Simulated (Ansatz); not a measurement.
# NH$_{3}$ ··· CH$_{4}$S

The pair of NH$_{3}$ (SMILES N, atoms 1–4) and CH$_{4}$S (SMILES CS, atoms 5–10), both closed shells, in one local arrangement (a lower one may exist), relaxed at PBE0-D4/def2-TZVP:

```tsv
atom	x (Å)	y (Å)	z (Å)
N1	0.0901	-0.1026	-2.0246
H2	1.0025	0.3082	-2.1806
H3	-0.1968	-0.5365	-2.8932
H4	-0.5481	0.6635	-1.8440
C5	-0.0731	-0.5366	1.3606
S6	0.1094	1.2375	1.0804
H7	0.7184	-0.9204	2.0033
H8	0.0103	-0.9832	0.3688
H9	-1.0500	-0.7727	1.7811
H10	-0.0625	1.6426	2.3484
```

Program: Ansatz 0.2.0. Basis: def2-TZVPPD, with def2-QZVPPD for the basis limit. Cores are frozen in the correlated methods. B3LYP uses VWN-RPA correlation. Extrapolation: Hartree–Fock as exp(−7.88 √X), correlation as X^−2.97. Interaction energies count from these two fragments, frozen as in the pair, with the counterpoise correction; negative means bound.

Task: What is the interaction energy by CCSD(T) at an estimated basis limit (MP2 extrapolated from triple and quadruple zeta, plus CCSD(T) − MP2 in triple zeta)? (An estimate is asked for; the value comes from the calculation.)

Result: Computed: -2.88 kcal/mol. Hartree–Fock alone gives -0.68 kcal/mol at the basis limit. It counts from the two fragments frozen as in the pair.

The same quantity by other methods in triple zeta, and each one's difference from that estimate:
| method | E_int (kcal/mol) | difference |
| --- | --- | --- |
| PBE-D4 | -3.19 | -0.31 |
| revPBE-D4 | -2.88 | -0.01 |
| BLYP-D4 | -2.82 | 0.06 |
| r2SCAN-D4 | -2.89 | -0.01 |
| B97M-V | -2.92 | -0.05 |
| PBE0-D4 | -3.06 | -0.18 |
| B3LYP-D4 | -2.93 | -0.06 |
| HSE06-D4 | -3.04 | -0.17 |
| wB97X-V | -2.86 | 0.02 |
| wB97M-V | -2.86 | 0.02 |
| B2PLYP | -1.95 | 0.93 |
| HF | -0.69 | 2.19 |
| MP2 | -2.70 | 0.18 |
| CCSD | -2.26 | 0.62 |
| CCSD(T) | -2.58 | 0.30 |
Differences are method less estimate.

Task: Which atoms make the shortest contact between the fragments?

Result: N1 and H8, 2.55 Å apart.

Basis-set superposition shift (counterpoise-corrected less uncorrected): CCSD(T) 0.43; MP2 0.43; HF 0.07; PBE0-D4 0.10; wB97M-V 0.13 kcal/mol.

T1 diagnostic: at most 0.010.

For scale, one of the runs: CCSD(T)/def2-TZVPPD, 244 basis functions, launched by `ansatz run in.yaml --threads 4 --pin off --events-out ev --progress --plain --max-ram 9574MiB`. The run took 87 s on 4 CPU threads of an Arm Neoverse V1 (shared host), with 4.8 GiB of host memory at its peak.
